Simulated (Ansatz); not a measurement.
# AlS+ (triplet): the correlation ladder, def2-TZVPP

The task here is to estimate one member of a computed series from the others.

Program: Ansatz 0.2.0, Gaussian basis. Level of theory: def2-TZVPP, core rule «outside noble gas», up to 10 orbitals frozen. These are calculated values, not measurements.

Plan: UHF; ROHF; CCSD(T) on UHF.

## The geometry

The geometry is a PBE0/def2-TZVP stationary point (not a proven minimum) of the parent state, kept for this charge and spin.

2 atoms, charge 1, spin multiplicity 3.

Atoms are counted from 1 here; the program's logs count them from 0.

Bond lengths: Al1–S2 2.241 Å.

Coordinates:

```xyz
2
charge 1, multiplicity 3
Al    0.00000    0.00000    0.00000
S     0.00000    0.00000    2.24080
```

Set-up of the first run:

The input, in.yaml:

```yaml
crystal:
  periodic: [false, false, false]
  atoms:
    - {symbol: Al, position_ang: [0.000000, 0.000000, 0.000000]}
    - {symbol: S, position_ang: [0.000000, 0.000000, 2.240800]}
basis:
  gaussian: {orbitals: def2-TZVPP}
total_charge: 1
magnetization: {spin_polarized: true, initial_magnetization: 2}
hamiltonian: {xc: hf}
output: {orbitals: {seedname: orbitals}}
```

Command:

```bash
> ansatz run in.yaml --threads 1 --pin off --events-out ev --progress --plain --max-ram 2816MiB --backend cpu
```

Steps of the session up to this table: UHF; ROHF; CCSD(T) on UHF.

One of the session's tables, all rows but one given; the rest of the session is left out.

| method | from UCCSD(T) (kJ/mol) |
| --- | --- |
| ROHF | +550.3 |
| UHF | +528.2 |
| UMP2 | ? |
| UCCSD | +25.2 |
| UCCSD(T) | 0 |

**Question.** Estimate the row for UMP2.

**Answer.** from UCCSD(T) (kJ/mol): +95.9. In the column «from UCCSD(T) (kJ/mol)» it lies between UCCSD (+25.2) and UHF (+528.2).
